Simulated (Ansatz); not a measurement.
How methods differ on PF3 (phosphorus trifluoride)

PF3 has 4 atoms, charge 0, and is taken as a singlet. SMILES: `FP(F)F`. The shape was relaxed beforehand at B3LYP/def2-SVP.

Each level gives the adiabatic ionisation energy (to the doublet cation, shapes relaxed at B3LYP/def2-SVP, no zero-point term) (eV). The values are calculated.

```
             level                 kind  program  value (eV)  CPU time (all runs)
     HF/def2-TZVPP         Hartree–Fock   Ansatz       10.26                3.4 s
  SVWN5/def2-TZVPP                  LDA   Ansatz       11.26                2.5 s
   BLYP/def2-TZVPP                  GGA   Ansatz       11.09                  5 s
    PBE/def2-TZVPP                  GGA   Ansatz       11.06                4.5 s
PBE0-D4/def2-TZVPP        global hybrid   Ansatz       11.14                6.2 s
 B2PLYP/def2-TZVPP        double hybrid   Ansatz       11.18                 11 s
RPA@PBE/def2-TZVPP                  RPA   Ansatz       11.39                 11 s
    MP2/def2-TZVPP  perturbation theory   Ansatz       11.06                5.2 s
```

The values span 10.26 to 11.39 eV. Times are those of the runs behind each value, whatever else they computed, on shared processors of several kinds: orders of magnitude only.
